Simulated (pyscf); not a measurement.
# Routes from H₃C–CH₃ + [HO–Zn]•

Candidate steps break at most two bonds and form at most two. Each was searched with GFN2-xTB (tblite) first. PySCF, gas phase, ωB97X-D3(BJ)/def2-SVP geometries. Energies: ωB97M-D3(BJ)/def2-TZVP, kcal/mol, from the separated reactants, doublet surface; ΔG‡ with ideal gas, 1 atm, RRHO with modes under 100 cm⁻¹ raised to 100, one conformer, R ln 2 for chiral ones without a mode under 150 cm⁻¹.

```csv
products,type,ΔE‡,ΔE,ΔG‡ 298 K,ΔG‡ 900 K,ν‡ (cm⁻¹)
H₃C–Zn–OH + CH₃•,substitution at C,48.7,+20.9,54.3,68.4,1097i
H₃C–CH₂–Zn–OH + H•,substitution at C,56.3,+38.1,60.9,76.8,1477i
```

Plain bond fissions and candidates not yet searched are not listed, and one of them may be faster. Each barrier is that of the saddle found; lower ones may exist. Elements up to Kr have no core potential and no relativistic terms here.
